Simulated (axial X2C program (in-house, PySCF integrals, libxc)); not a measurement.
**Which functional? An output for MgP⁺**

An SCF output computed with an in-house relativistic program for diatomic molecules for MgP⁺ at 2.445 Å, two-component, state Ω = 1, P dyall-v3z [8s7p2d1f], Mg dyall-cv3z [9s8p6d3f] (cores contracted in-house), without its first line:

```
basis functions 130  fitting functions 600  grid points 4361
iter        total energy     max residual
   1       -541.145457673     1.20e-01
   2       -541.157375824     8.03e-03
   3       -541.158424933     5.70e-03
   4       -541.159372434     8.16e-03
   5       -541.160556864     7.38e-03
   6       -541.161465119     5.28e-03
   7       -541.162688450     5.48e-03
   8       -541.162821814     2.33e-03
   9       -541.162907596     1.40e-03
  10       -541.162915080     4.90e-04
  11       -541.162916683     1.24e-04
  12       -541.162916974     5.30e-05
  13       -541.162916994     2.28e-05
  14       -541.162917000     9.07e-06
  15       -541.162917002     7.85e-06
  16       -541.162917005     6.92e-06
  17       -541.162917006     3.42e-06
  18       -541.162917006     1.74e-06
converged
one-electron -823.84799927  Coulomb 282.42905046  exact exchange -38.63332392  xc functional 0.00000000  nuclear repulsion 38.95783148  atomic mean-field constant -0.06847576
```

Which level of theory produced it?
A. HF
B. PBE0
C. BHandHLYP

A. The exact-exchange term against the functional term shows a share of 1 of exact exchange.
